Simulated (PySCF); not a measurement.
# Reproducing measurements on cyanoacetylene

**What was measured.**

From NIST CCCBDB Release 22 (SRD 101), experimental dipoles, for the gas: dipole moment (microwave Stark effect) 3.72 D.

The runs below try to reproduce these values; the comparison stands at the end.

Species: cyanoacetylene, C3HN.
Numbering: `[CH:1]#[C:2][C:3]#[N:4]` (hydrogens: H5 on C1)

Structure used (PBE/6-31+G*), in Å, numbered top down from 1:
```
atom  x, y, z in Å
C1    -1.267   -0.192   -0.107
C2    -0.054   -0.030   -0.085
C3     1.303    0.152   -0.059
N4     2.474    0.309   -0.036
H5    -2.333   -0.335   -0.126
```

The PySCF runs (gas phase, on this PBE/6-31+G* geometry; no spin–orbit coupling):

```json
{"level": "PBE/6-31+G*, grid level 1", "job": "geometry optimisation from a GFN2-xTB start", "basis functions": "74", "wall time": "5.4 s"}
```

Hardware: an Arm Neoverse V2 with one thread, shared host.

All basis functions are spherical.

**Comparison with experiment**

**Dipole moment.** Measured: 3.72 D (NIST CCCBDB Release 22 (SRD 101), experimental dipoles).

```json
{"level": "PBE/6-31+G*", "computed (D)": "3.91", "computed − measured (D)": "+0.19", "% (from the printed values)": "+5"}
```

The computed dipoles belong to one fixed geometry; measured ones are averaged over vibrations unless marked μe. Magnitudes are compared, not signs.

The geometry is computed, not the measured one. Where a level misses, the cause wasn't examined.
